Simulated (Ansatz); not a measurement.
MgCl₂. Charge 0, multiplicity 3. Geometry PBE0-D4/def2-TZVP, that of the neutral singlet; atoms count from 1.

```xyz
3

Mg    0.005    0.003   -0.004
Cl    1.543   -1.219    0.914
Cl   -1.548    1.216   -0.910
```

At PBE0-D4/def2-TZVP a singlet of charge 0 lies 5.63 eV below the triplet at the same geometry.

Problem. Estimate the Mulliken populations from the PBE0/def2-TZVP orbitals of Ansatz.

Solution. 
```json
{"atom": "Mg1", "charge (e)": "0.28", "spin (α − β)": "0.97"}
{"atom": "Cl2", "charge (e)": "-0.14", "spin (α − β)": "0.51"}
{"atom": "Cl3", "charge (e)": "-0.14", "spin (α − β)": "0.51"}
```
Mulliken values and Mayer orders depend strongly on the basis.

Problem. Where does the spin sit?

Solution. Summed by element: Mg 0.97, Cl 1.03, of 2 unpaired in all. Largest on single atoms: Mg1 0.97, Cl2 0.51, Cl3 0.51.

Problem. And the Mayer bond orders between bonded heavy atoms (over 0.3)?

Solution. Mg1–Cl2 0.58 (2.17 Å); Mg1–Cl3 0.58 (2.17 Å). Values over 0.3 also appear between atoms too far apart for a bond (Cl2–Cl3 0.47 at 4.34 Å); they arise where an orbital or an unpaired electron spreads over both atoms.
